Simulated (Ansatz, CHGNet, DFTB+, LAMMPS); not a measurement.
## How well does each level of theory give the elastic constant C12 of fcc Ni?

Reference value: 151 GPa (measured, 0 K, low-temperature values given for 0 K; zero-point effects included; as tabulated in Li et al. (2021), arXiv:2102.01972).

```
level (code)                   value (GPa)  cell (Å³/atom)  difference (%)
-----------------------------  -----------  --------------  --------------
MEAM library.meam-Ni (LAMMPS)          148           10.90            -2.0
GFN1-xTB as cut by DFTB+              51.8           14.02             -66
CHGNet-r²SCAN                          210           10.53             +39
LDA (Ansatz)                           208           10.03             +38
PBE (Ansatz)                           157           10.89            +4.0
PBEsol (Ansatz)                        184           10.38             +22
```

Leaving aside GFN1-xTB as cut by DFTB+ (doubt noted below): Once the reference is moved by up to 5.0 % (a margin picked here for doubts on the reference and the settings, and for temperature and zero-point motion) and values within 1.7 % count as equal, the nearest can be MEAM library.meam-Ni (-2.0 %) or PBE (+4.0 %). By the same margin the farthest can be CHGNet-r²SCAN (+39 %) or LDA (+38 %). Within 10 %: MEAM library.meam-Ni, PBE.

The measured value isn't corrected to a static lattice, so vibrations enter the comparison. Spin-polarised runs: LDA (parallel moments), PBE (parallel moments), PBEsol (parallel moments). GFN1-xTB as cut by DFTB+: the relaxed volume lies over a fifth from the starting cell. GFN1-xTB as cut by DFTB+: the method was fitted mainly to molecules. GFN1-xTB as cut by DFTB+: this magnet was run without spin. GFN1-xTB as cut by DFTB+: codes differ in how they cut the long-range tail of xTB's charge interaction in a crystal, so the value belongs to this code. Each level is taken at its own relaxed cell. Ansatz's density-functional and Hartree–Fock values are scalar-relativistic unless marked +SOC, with PAW data made under PBE.

Empirical potentials (MEAM library.meam-Ni) are fitted to chosen data: where that held the value shown, agreement is built in, and what lay outside the fit can be far off. Machine-learned potentials (CHGNet-r²SCAN) are trained on DFT data: a solid inside that data is no test of them.

Differences are worked out from the printed values.

Ansatz is a quantum-chemistry and plane-wave program.
